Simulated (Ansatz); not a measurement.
**SiHS+ (quintet): the correlation ladder, def2-QZVPP**

The task here is to estimate one member of a computed series from the others.

Method: def2-QZVPP, core rule «outside noble gas», up to 10 orbitals frozen; program: Ansatz 0.2.0, Gaussian basis.

To be run: UHF; ROHF; CCSD(T) on UHF.

### What is computed

The geometry is a PBE0/def2-TZVP stationary point (not a proven minimum) of the parent state, kept for this charge and spin.

3 atoms, charge 1, spin multiplicity 5.

Atoms are counted from 1 here; the program's logs count them from 0.

Bond lengths: Si1–S2 2.172 Å, Si1–H3 1.496 Å. Angles: S2–Si1–H3 117.1°.

Set-up of the first run:

Input file in.yaml:

```yaml
crystal:
  periodic: [false, false, false]
  atoms:
    - {symbol: Si, position_ang: [0.000000, -0.094141, 1.124038]}
    - {symbol: S, position_ang: [0.000000, 0.044996, -1.043902]}
    - {symbol: H, position_ang: [0.000000, 1.191747, 1.888549]}
basis:
  gaussian: {orbitals: "def2-QZVPP.json"}
total_charge: 1
magnetization: {spin_polarized: true, initial_magnetization: 4}
hamiltonian: {xc: hf}
output: {orbitals: {seedname: orbitals}}
```

Run with:

```bash
$ ansatz run in.yaml --threads 1 --pin off --events-out ev --progress --plain --max-ram 2393MiB
```

Among the steps run: UHF; ROHF; CCSD(T) on UHF.

One table of the session follows, with a row left open; its other results are not shown here.

| method | from UCCSD(T) (kcal/mol) |
| --- | --- |
| ROHF | +154.79 |
| UHF | +149.56 |
| UMP2 | ? |
| UCCSD | +6.06 |
| UCCSD(T) | 0 |

**Question.** Estimate the row for UMP2.

As computed: from UCCSD(T) (kcal/mol): +28.17. In the column «from UCCSD(T) (kcal/mol)» it lies between UCCSD (+6.06) and UHF (+149.56).
